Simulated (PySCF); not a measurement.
Start geometry of hydrazine, `NN` from GFN2-xTB (Å):
```
atom  x, y, z in Å
N1    -0.669   -0.183    0.253
N2     0.694    0.159    0.217
H3    -1.222    0.699    0.416
H4    -0.993   -0.557   -0.631
H5     1.217   -0.698    0.382
H6     0.998    0.550   -0.681
```

Question: What comes out of this run: PySCF 2.14.0, PBE0-D3(BJ)/def2-SVP geometry optimisation, gas phase?

Answer: 
```
atom  x, y, z in Å
N1    -0.5697   -0.4041    0.2217
N2     0.6686    0.2535    0.1720
H3    -1.2055    0.1326    0.8069
H4    -1.0122   -0.5060   -0.6933
H5     1.4035   -0.4363    0.0375
H6     0.7398    0.9298   -0.5896
```

The energy falls by 0.043 eV over 6 energy and gradient evaluations, the largest force component goes from 0.0285 to 3.2e-04 Eh/bohr, and the atoms move by 0.060 Å rms after alignment. The bond that changes most is N1–H3 (hydrazine nitrogen to N–H hydrogen), which shortens by 0.037 Å. Bonds longer at the end by more than 0.005 Å: 1 of 5; shorter: 2. Among the angles that change most is N1–N2–H5, from 106.8° to 108.9°. Among the dihedrals that turn most is H3–N1–N2–H5, from 161° to 151°. Rotational constants go from 141505, 25232, 24742 to 145993, 24978, 24940 MHz. The orientation of the end geometry is arbitrary; only internal coordinates are fixed.

The run used 48 basis functions and 37 SCF cycles in all. Hardware: one thread of an Arm Neoverse V1, shared host with 64 logical CPUs at a one-minute load of 27. Cost: 3.1 s of wall time, 0.27 GiB resident at most.

PBE0-D3(BJ)/def2-SVP frequencies: not computed here. The numbers are those of one conformer.
